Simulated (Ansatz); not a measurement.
Compare A (`C=CCF`) with its isomer B (`C/C=C\F`).

Isolated molecules relaxed with PBE0-D4/def2-TZVP in Ansatz; ΔE leaves out vibrations. CCSD(T)/CBS is the MP2 limit (def2-TZVPP, def2-QZVPP) plus CCSD(T) − MP2 in def2-TZVPP, frozen cores. This one scheme is used for every species. Functionals use def2-TZVPP. B3LYP here is the variant with VWN-RPA as its local correlation; programs differ in this. Each species was taken in one conformer, which may not be the lowest.

(1) Which isomer does CCSD(T)/CBS put lower? Give the gap. (Estimate.)

(2) Give E(B) − E(A) in kcal/mol with PBE0-D4, CCSD/def2-TZVPP, B2PLYP, B3LYP-D4, B3LYP, HF/def2-TZVPP, r2SCAN-D4. (An estimate is asked.)

Largest T1 diagnostic: 0.011.

## Answers

(1) The calculation gave: B, by 2.9 kcal/mol.

(2) The calculation gave: PBE0-D4 -4.2, CCSD/def2-TZVPP -2.7, B2PLYP -3.4, B3LYP-D4 -3.5, B3LYP -3.6, HF/def2-TZVPP -1.6, r2SCAN-D4 -4.3. None reverses the order clearly.

In def2-TZVPP, CCSD(T) changes the Hartree–Fock value by −1.4 kcal/mol (the triples alone add −0.3 kcal/mol) and MP2 by −1.8 kcal/mol.
